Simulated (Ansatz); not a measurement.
# SiNH₄− (SMILES [NH-][SiH3]): functionals against CCSD(T) at one geometry

One table from this session's results is given with a row withheld; the runs are named, their logs left out.

Computed with Ansatz 0.2.0, Gaussian basis. Level: single points in def2-TZVPPD.

Cores are frozen in the correlated methods.

## Starting geometry

6 atoms, charge -1, spin multiplicity 1.

Atoms are counted from 1 here; the program's logs count them from 0.

Bond lengths: N1–Si2 1.679 Å, N1–H3 1.000 Å, Si2–H4 1.543 Å, Si2–H5 1.511 Å, Si2–H6 1.503 Å. Angles: Si2–N1–H3 113.5°, N1–Si2–H4 119.9°, N1–Si2–H5 120.8°, N1–Si2–H6 107.1°, H4–Si2–H5 98.8°, H4–Si2–H6 103.3°, H5–Si2–H6 104.9°.

As a file:

```xyz
6

N     0.57260   -0.84430    0.93810
Si   -0.15590    0.26820   -0.08700
H     0.96930   -1.62700    0.45930
H    -1.36750   -0.15500   -0.94330
H     0.64580    0.97610   -1.15420
H    -0.70850    1.36890    0.77490
```

Set-up of the first run:

File run/in.yaml:

```yaml
crystal:
  periodic: [false, false, false]
  atoms:
    - {symbol: N, position_ang: [0.572600, -0.844300, 0.938100]}
    - {symbol: Si, position_ang: [-0.155900, 0.268200, -0.087000]}
    - {symbol: H, position_ang: [0.969300, -1.627000, 0.459300]}
    - {symbol: H, position_ang: [-1.367500, -0.155000, -0.943300]}
    - {symbol: H, position_ang: [0.645800, 0.976100, -1.154200]}
    - {symbol: H, position_ang: [-0.708500, 1.368900, 0.774900]}
basis:
  gaussian: {orbitals: "def2-TZVPPD.json"}
total_charge: -1
correlation: {method: ccsd_t}
output: {forces: true}
```

The basis file named in the input lies beside it (Basis Set Exchange, JSON).

No record of the launch command was kept for these runs.

Steps of the session up to this table: CCSD(T)/def2-TZVPPD; PBE0-D4/def2-TZVPPD; wB97M-V/def2-TZVPPD; r2SCAN-D4/def2-TZVPPD; PBE-D4/def2-TZVPPD; CAM-B3LYP-D4/def2-TZVPPD; LC-wPBE/def2-TZVPPD.

One of the session's tables, all rows but one given; the rest of the session is left out.

| method | RMS force component (eV/Å) | angle to CCSD(T) forces (°) |
| --- | --- | --- |
| CCSD(T) | 0.362 | reference |
| PBE0-D4 | 0.427 | 17.9 |
| wB97M-V | ? | ? |
| r2SCAN-D4 | 0.422 | 13.5 |
| PBE-D4 | 0.457 | 15.9 |
| CAM-B3LYP-D4 | 0.434 | 23.6 |
| LC-wPBE | 0.462 | 26.4 |

Q: Estimate the row for wB97M-V from the others.

**Answer.** RMS force component (eV/Å): 0.401; angle to CCSD(T) forces (°): 16.7. In the column «RMS force component (eV/Å)» it lies between CCSD(T) (0.362) and r2SCAN-D4 (0.422).
